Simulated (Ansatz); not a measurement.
**One structure, 3 elements: Li2H3, K2H3, Rb2H3**

Plane-wave DFT in Ansatz with scalar-relativistic PAW potentials, cutoff 420 eV, Γ-centred meshes chosen by cell and gap, Gaussian smearing with energies taken to zero width. Every cell was relaxed (cell and atoms) in a run of its own, within the symmetry of its start. Functional: PBE.

All members share space group P-3m1 and the same sites; only the element on one set of sites changes (Li, K, Rb). Members needn't be the stable form of their composition. Energies over the elements, where given, are against the elements' standard states in the same functional (H₂, N₂, O₂ and halogens uncorrected, Hg as a solid). The first member:

Space group P-3m1 (No. 164). a = 3.271 Å, b = 3.271 Å, c = 3.948 Å, α = 90.00°, β = 90.00°, γ = 120.00°
```json
{"atom": "Li", "site": "2d", "symmetry": "3m.", "x": "0.3333", "y": "0.6667", "z": "0.2273"}
{"atom": "H", "site": "1a", "symmetry": "-3m.", "x": "0.0000", "y": "0.0000", "z": "0.0000"}
{"atom": "H", "site": "2d", "symmetry": "3m.", "x": "0.3333", "y": "0.6667", "z": "0.7310"}
```

```tsv
compound	V (Å³/atom)	a (Å)	c (Å)	energy over elements (eV/atom)
Li2H3	7.31	3.271	3.948	-0.004
Rb2H3	25.30	4.935	5.999	0.314
```

Task: Predict the member with K.

Result: V (Å³/atom) 21.07, a (Å) 4.634, c (Å) 5.666, energy over elements (eV/atom) 0.269. Interpolating linearly in period between Li and Rb would give 19.31 Å³/atom (8.4 % too small), with 0.208 eV/atom over the elements. Over the whole series the volume grows at each step down the group; all are metallic on the mesh; binding against the elements weakens.